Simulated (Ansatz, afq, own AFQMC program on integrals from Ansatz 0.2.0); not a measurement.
# Where AFQMC and coupled cluster stand for AlBH2⁺, doublet

```xyz
4

B     0.0000    0.0000    1.4848
Al    0.0000    0.0000   -0.7557
H     0.0000    1.0050    2.1514
H     0.0000   -1.0050    2.1514
```

Connectivity, by distances: BH2–Al.

Basis cc-pVTZ. Noble-gas cores (and the filled d shells of Ga–Kr and In–Xe) are frozen. Ansatz 0.2.0 and our own AFQMC program on the same integrals; the CISD trial comes from CCSD amplitudes, and released means the phaseless constraint is let go. Uncertainties: one standard error, sampling alone.

Determinant: UHF, the one that the program's search chose, which needn't be the lowest solution. The geometry is a PBE0/def2-TZVP stationary point of this or a neighbouring charge and spin state.

No full CI on the walks' own integrals is used here; CCSDT(Q) serves as the reference and is uncertain by about the last step of the cluster series.

Cautions: the released energies move by 1.5 errors or more from one time to the next, so no released level is given (meV from the phaseless value at times in 1/Eh: -9.8 ± 2.4 at 0.24, -9 ± 3 at 0.51, -8 ± 3 at 0.99, 0 ± 3 at 1.62, -10 ± 5 at 2.40), though the last usable value meets CCSDT(Q) within the noise.

The T1 diagnostic is 0.0183, the weight of the determinant in the CISD state is 0.903 and the ⟨S²⟩ of the determinant is 0.789. The size of the correlated space is 7 electrons in 86 orbitals.

| level | correlation energy (eV) |
| --- | --- |
| MP2 | -3.2578 |
| CCSD | -4.0373 |
| CCSD(T) | -4.1482 |

**Question.** Estimate where phaseless AFQMC with a CISD trial lies against CCSD(T) on the same integrals.

**Answer.** 0.42 ± 0.10 kcal/mol below CCSD(T).

Reference: CCSDT(Q), correlation energy -4.175 eV.

| level | E − E(reference) (kcal/mol) | share of correlation (%) |
| --- | --- | --- |
| CCSD(T) | 0.62 | 99.36 |
| CCSDT | 0.09 | 99.90 |
| ph-AFQMC/HF | 0.43 ± 0.50 | 99.55 |
| ph-AFQMC/CISD | 0.20 ± 0.10 | 99.80 |

A walk keeps the symmetry of its determinant, which the program's search chose and which needn't be the lowest solution, so a lower state of the same spin and another symmetry isn't excluded.
